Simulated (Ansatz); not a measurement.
Geometry optimisation, UKS PBE0/6-31G* in Ansatz 0.2.0.

input.yaml

```yaml
crystal:
  periodic: [false, false, false]
  atoms:
    - { symbol: B, position_ang: [0.025421, 0.002255, -0.169622] }
    - { symbol: H, position_ang: [0.022784, 0.00411, 1.027059] }
    - { symbol: H, position_ang: [1.016896, 0.001403, -0.845732] }
    - { symbol: F, position_ang: [-1.135565, -0.000219, -0.797374] }
    - { symbol: C, position_ang: [-0.0101, -0.00213, 3.343908] }
    - { symbol: H, position_ang: [-0.595557, -0.911874, 3.396136] }
    - { symbol: H, position_ang: [1.071036, -0.053217, 3.369886] }
    - { symbol: H, position_ang: [-0.507415, 0.959571, 3.372238] }
magnetization:
  spin_polarized: true
  initial_magnetization: 1
basis:
  gaussian: { orbitals: "6-31G*" }
hamiltonian:
  xc: pbe0
relax:
  f_tol: 0.03
  max_steps: 50
```

Run as:

```bash
$ ansatz run input.yaml --threads 1 --pin off --max-ram 2048MiB --backend cpu --events-out ev --progress --plain --runs-dir out
```

Where does it end, and by what steps?

It converged. After 9 steps the energy has fallen by 0.050 eV; C5 moved furthest, 0.37 Å.

```json
{"step": "0", "energy less start (eV)": "0.0000", "largest force component (eV/Å)": "0.216", "accepted": "yes"}
{"step": "1", "energy less start (eV)": "0.0052", "largest force component (eV/Å)": "0.490", "accepted": "no"}
{"step": "2", "energy less start (eV)": "-0.0127", "largest force component (eV/Å)": "0.188", "accepted": "yes"}
{"step": "3", "energy less start (eV)": "-0.0346", "largest force component (eV/Å)": "0.074", "accepted": "yes"}
{"step": "4", "energy less start (eV)": "-0.0453", "largest force component (eV/Å)": "0.066", "accepted": "yes"}
{"step": "5", "energy less start (eV)": "-0.0483", "largest force component (eV/Å)": "0.051", "accepted": "yes"}
{"step": "6", "energy less start (eV)": "-0.0486", "largest force component (eV/Å)": "0.325", "accepted": "yes"}
{"step": "7", "energy less start (eV)": "-0.0499", "largest force component (eV/Å)": "0.057", "accepted": "yes"}
{"step": "8", "energy less start (eV)": "-0.0443", "largest force component (eV/Å)": "0.334", "accepted": "no"}
{"step": "9", "energy less start (eV)": "-0.0504", "largest force component (eV/Å)": "0.004", "accepted": "yes"}
```

```xyz
8
Properties=species:S:1:pos:R:3
B 0.022 -0.001 -0.520
H 0.010 -0.003 0.679
H 1.020 0.000 -1.184
F -1.137 0.002 -1.152
C -0.007 0.000 3.717
H -0.591 -0.911 3.719
H 1.075 -0.050 3.716
H -0.504 0.962 3.722
```

Whether the end is a true minimum wasn't checked by a vibrational analysis.

Time of the run: 19 s on 1 thread of Arm Neoverse V2, on a shared host, peak memory 0.14 GiB.
